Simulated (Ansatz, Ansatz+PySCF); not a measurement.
```xyz
8

C     0.0000    0.0000   -0.5322
C     0.0000    1.2850    0.2280
C     0.0000   -1.2850    0.2280
H     0.0000    0.0000   -1.7144
H     0.0000    2.3321   -0.3273
H     0.0000    1.3000    1.4133
H     0.0000   -2.3321   -0.3273
H     0.0000   -1.3000    1.4133
```

RHF-MP2 on singlet C3H5(+) was run in several spherical basis sets with Ansatz (development build ahead of 0.2.0). Frozen core: 3 orbitals. Caution for RHF-MP2: no unrestricted run beside it, a lower state can exist.

(1) Rank the basis sets by the total energy that they give, lowest first, with the distance from the lowest.
A. cc-pVDZ
B. 6-31G(d)
C. def2-SVP
D. def2-TZVP

Answers

(1) D (0.00 eV), A (2.45 eV), B (3.58 eV), C (5.16 eV).

Totals follow the description of the cores as much as that of the bonds, so this order isn't one of quality for chemistry.
